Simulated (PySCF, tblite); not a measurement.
# C₄H₃FN radical: geometry, infrared bands and EPR parameters

What infrared bands and EPR parameters should C₄H₃FN radical (`F/C=C/[C]1C=N1`) show?

Computed with tblite 0.8.0 and PySCF 2.14.0, with density-fitted response routines of our own, on a single molecule in the gas phase. Atoms are numbered from 0 throughout.

**1. The molecule as given**

9 atoms, charge 0, multiplicity 2; geometry from: force field or distance geometry start.

Bonds of the start (Å): F0–C1 1.38, C1–C2 1.32, C2–C3 1.48, C3–C4 1.48, C4–N5 1.29, N5–C3 1.45, C1–H6 1.08, C2–H7 1.09, C4–H8 1.09.

**2. Optimising the geometry with GFN2-xTB**

Job settings and geometry (Å):

```
{"job": {"kind": "relax", "xc": "GFN2-xTB", "basis": "xTB"}, "charge": 0, "multiplicity": 2}
F      2.584100    -0.733200     0.152500
C      1.211800    -0.645400     0.274100
C      0.686200     0.528400     0.571400
C     -0.766700     0.761500     0.725600
C     -1.741300     0.298200    -0.280400
N     -1.653900    -0.377700     0.816400
H      0.613800    -1.532600     0.151900
H      1.352400     1.389400     0.688300
H     -2.272700     0.317400    -1.231700
```

On the command line:

```sh
$ OMP_NUM_THREADS=1 python probes_run.py task.json out
```

This one command runs all jobs of the session in turn.

**Question.** This job is followed by: GFN2-xTB harmonic vibrations, gas phase; UKS B3LYP, pcH-1 on C F H N, non-relativistic, mean-field spin-orbit, GIAO. Predict these results of the whole session: strongest single infrared mode (GFN2-xTB); zero-point energy (GFN2-xTB); g(iso) (B3LYP); ⟨S²⟩; largest a(iso); potential on the surface of density 0.002 e/bohr³, 1st and 99th percentile.

**Answer**, as computed:

| quantity | value |
| --- | --- |
| strongest single infrared mode (GFN2-xTB) | 1086 cm⁻¹, 352 km/mol |
| zero-point energy (GFN2-xTB) | 34.9 kcal/mol |
| g(iso) (B3LYP) | 2.00364 |
| ⟨S²⟩ | 0.793 (exact 0.75) |
| largest a(iso) | 19F on F0, 83.4 MHz |
| potential on the surface of density 0.002 e/bohr³, 1st and 99th percentile | -1.49 V and 1.93 V |

What this shows: Over 49 steps the energy fell by 1.076 eV; of the close pairs, C3–C4 changed most, 1.475 to 1.355 Å. No mode is imaginary among the 21: a minimum at this level. The strongest single mode, at 1086 cm⁻¹, has its largest shares on C1, C2, F0 and C4 (the list is cut at 4 atoms). GFN2-xTB is a fitted tight-binding method: band positions and strengths are rough. Its intensities can rank the bands wrongly. The largest spin populations lie on C1 (0.52 e), N5 (0.42 e), C3 (0.41 e). The isotropic g lies 1.3 ppt above the free-electron value. These values are for one conformer; the search (at its own cheap level) found 2 more, at 0.00, 0.77 kcal/mol (those within 0.05 may be mirror or relabelled copies), and measured spectra average over such forms.
